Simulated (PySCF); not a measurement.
# Phosphorus: a sound run and one with changed settings

Sound run: P [Ne] 3s2 3p3, P⁺ [Ne] 3s2 3p2. Computed with PySCF 2.14 in cc-pVDZ-DK, with the spin-free X2C one-electron Hamiltonian (Gaussian nucleus). In the sound run the correlated levels freeze [Ne]. The sound run starts from symmetry-adapted Hartree-Fock orbitals and uses a fine grid where one is needed.

Changed run: a valence shell is frozen. This setting is unsound on purpose.

```json
{"species": "P", "method": "MP2", "sound run (hartree)": "-341.58688", "changed run (hartree)": "-341.53813", "converged": "yes"}
{"species": "P", "method": "CCSD(T)", "sound run (hartree)": "-341.60560", "changed run (hartree)": "-341.54335", "converged": "yes"}
{"species": "P⁺", "method": "MP2", "sound run (hartree)": "-341.20817", "changed run (hartree)": "-341.16395", "converged": "yes"}
{"species": "P⁺", "method": "CCSD(T)", "sound run (hartree)": "-341.22954", "changed run (hartree)": "-341.16629", "converged": "yes"}
```

Ionisation energy of P:

```json
{"method": "UHF", "sound run (eV)": "9.922", "changed run (eV)": "9.922"}
{"method": "MP2", "sound run (eV)": "10.305", "changed run (eV)": "10.182"}
{"method": "SCS-MP2", "sound run (eV)": "10.165", "changed run (eV)": "10.009"}
{"method": "CCSD", "sound run (eV)": "10.231", "changed run (eV)": "10.260"}
{"method": "CCSD(T)", "sound run (eV)": "10.233", "changed run (eV)": "10.261"}
```

Freezing a valence shell removes pair correlation that changes on ionisation.

For comparison, NIST gives 10.487 eV between the lowest levels.
